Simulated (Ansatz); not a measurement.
Density of states of Co3Si (P6_3/mmc, a = 4.909 Å, b = 4.909 Å, c = 4.058 Å, α = 90.00°, β = 90.00°, γ = 120.00°), in states per eV and primitive cell, averaged over bins of 0.5 eV. All numbers below come from DFT r2SCAN, scalar-relativistic, plane waves, PAW (Ansatz 0.2.0).

Cutoff 500 eV; k points 12×12×10 on the computed 8-atom cell (Γ-centred); Gaussian smearing, width 0.10 eV; collinear spin from starting moments 1.57 1.57 1.57 1.57 1.57 1.57 0 0 μB.

The cell is relaxed at this level. The states (both spins) are summed by tetrahedra on a 18×18×15 mesh at the self-consistent density. Energies are bin centres; the table starts no lower than −8 eV and ends at 6 eV, or lower where the solved bands end.

It is a metal at this level.

```tsv
E − E_F (eV)	total	Co 3d down	Co 3d up	Si 3p up	Si 3p down	Co 4s up	Co 4s down
-7.80	0.86	0.05	0.06	0.17	0.21	0.14	0.17
-7.30	2.38	0.16	0.30	0.53	0.48	0.35	0.32
-6.80	2.36	0.19	0.50	0.54	0.42	0.28	0.23
-6.30	2.87	0.37	0.65	0.52	0.62	0.23	0.27
-5.80	2.83	0.30	1.08	0.54	0.40	0.20	0.17
-5.30	5.15	0.50	2.64	0.66	0.56	0.41	0.22
-4.80	7.13	0.91	4.09	0.62	0.77	0.26	0.28
-4.30	9.55	1.90	5.73	0.32	0.87	0.23	0.28
-3.80	9.01	2.67	4.70	0.21	0.68	0.08	0.40
-3.30	10.45	1.92	7.46	0.33	0.17	0.08	0.20
-2.80	11.05	5.10	4.81	0.21	0.20	0.07	0.16
-2.30	11.34	2.79	7.87	0.13	0.13	0.07	0.05
-1.80	12.60	4.51	7.28	0.08	0.26	0.08	0.06
-1.30	12.00	5.56	5.38	0.18	0.13	0.25	0.06
-0.80	7.56	4.89	1.98	0.20	0.06	0.10	0.07
-0.30	8.43	6.50	0.84	0.31	0.10	0.09	0.14
0.20	7.81	6.00	0.88	0.43	0.07	0.12	0.04
0.70	6.66	5.05	0.57	0.43	0.10	0.11	0.12
1.20	4.76	3.23	0.43	0.43	0.19	0.11	0.09
1.70	3.20	1.69	0.30	0.38	0.35	0.09	0.08
2.20	2.77	1.22	0.21	0.32	0.47	0.08	0.10
2.70	2.04	0.67	0.15	0.21	0.40	0.13	0.10
3.20	1.59	0.36	0.13	0.18	0.29	0.15	0.09
3.70	1.83	0.21	0.20	0.34	0.15	0.26	0.13
4.20	1.86	0.23	0.16	0.31	0.18	0.25	0.14
4.70	2.21	0.36	0.11	0.26	0.36	0.21	0.24
5.20	2.33	0.23	0.15	0.22	0.28	0.57	0.19
5.70	2.37	0.19	0.12	0.17	0.24	0.56	0.22
```

The columns after the total are the main Löwdin projections on the occupied valence shells of the potentials; 3 others are left out. The rest of the total lies in those, in shells that are empty in the free atom, which aren't projected, and between the atoms.

The state reached may not be the lowest one.

Only this magnetic start was tried.

Whether Co3Si exists in this form wasn't checked.

Cost: 1 run of about 14 core-minutes, on Arm Neoverse V1 (shared hosts).